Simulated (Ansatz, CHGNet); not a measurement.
For hcp Ru, the machine-learned potential CHGNet 0.3.0 (trained on PBE and PBE+U data) gives:

| Item | Result |
|---|---|
| lattice parameter a | 2.737 Å |
| lattice parameter c | 4.303 Å |

### Question
What does r²SCAN (PAW; Ansatz, a quantum-chemistry and plane-wave program) give for the same quantities?

### Answer

- lattice constant a: 2.704 Å (falls by 1.2 %)
- lattice parameter c: 4.261 Å (shrinks by 1.0 %)

For comparison: lattice constant a 2.706 Å (measured, 293 K, not corrected to a static lattice, our sources range from 2.700 to 2.706; as tabulated in Wikipedia's data pages); lattice parameter c 4.282 Å (measured, 293 K, not corrected to a static lattice; as tabulated in Wikipedia's data pages).

Changes are worked out from the printed values.

Unless a cell is named, each level is at its own relaxed cell (CHGNet 0.3.0 13.96, r²SCAN 13.49 Å³/atom).

Ansatz's density-functional and Hartree–Fock values are scalar-relativistic unless marked +SOC, with PAW data made under PBE.
